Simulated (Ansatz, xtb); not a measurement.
Species: C$_{2}$H$_{4}$Cl (charge -1, singlet). It need not be the lowest isomer of its formula. Whether it binds its extra electron was not tested at this geometry. 
Structure (B3LYP-D3(BJ)/def2-TZVP (Ansatz, a program for electronic structure) minimum search):
```xyz
7

C     -0.0118     0.9914     0.1631
C      1.4802     0.7109     0.0552
Cl    -0.8332    -0.8007    -0.0369
H     -0.3229     1.3867    -0.8194
H      1.9848     1.6889     0.0057
H      1.8623     0.2027     0.9492
H      1.8301     0.1192    -0.8174
```
Charge -1, spin multiplicity 1.

Harmonic wavenumbers from GFN2-xTB (xtb, at its own minimum), cm⁻¹: 234, 305, 525, 890, 935, 1050, 1131, 1280, 1388, 1513, 1534, 2559, 2727, 2902, 2927.

Task: Give the harmonic wavenumbers at B3LYP-D3(BJ)/def2-TZVP (Ansatz, finite differences of forces, unscaled).

Result: 274, 301, 397, 882, 903, 1040, 1081, 1252, 1358, 1443, 1495, 2805, 2904, 2951, 2994 cm⁻¹. Zero-point energy 31.6 kcal/mol.

Task: From these and the geometry, give the ideal-gas thermochemistry at 298.15 K and 1 atm (rigid rotor, harmonic oscillator).

Result: Point group C1, rotational symmetry number 1. Rotational constants 32.26, 5.272, 4.745 GHz. S(trans) 38.36, S(rot) 23.50, S(vib) 4.48, S(elec, spin only) 0.00, S 66.3 cal/(mol K). H(298) - H(0) 3.24 kcal/mol; G - E(el) 15.0 kcal/mol.
